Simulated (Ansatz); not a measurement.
Two shapes of singlet N₂H₂.

Shape 1:

```xyz
4

N     0.0402   -0.0214   -0.5954
N     0.0352    0.0049    0.6510
H    -0.0212    0.9840   -0.8704
H     0.0364   -0.9629    0.9042
```

Shape 2:

```xyz
4

N     0.0000    0.0001   -0.5666
N     0.0000   -0.0001    0.5666
H     0.0000    0.9161   -0.8410
H     0.0000   -0.9161    0.8410
```

Basis set: def2-TZVP (spherical functions). Correlated methods keep 2 orbitals frozen. Charge 0, multiplicity 1.

Computed with Ansatz (development build ahead of 0.2.0); each method stands on the lowest determinant of its kind that the runs found.

Question: Which shape is lower in energy, and by how much in each method?

Answer:

```json
{"method": "RHF", "E(2) − E(1) (eV)": "0.400"}
{"method": "RHF-MP2", "E(2) − E(1) (eV)": "0.872"}
```

Shape 1 is lower. Caution: no unrestricted run beside it, a lower state can exist.
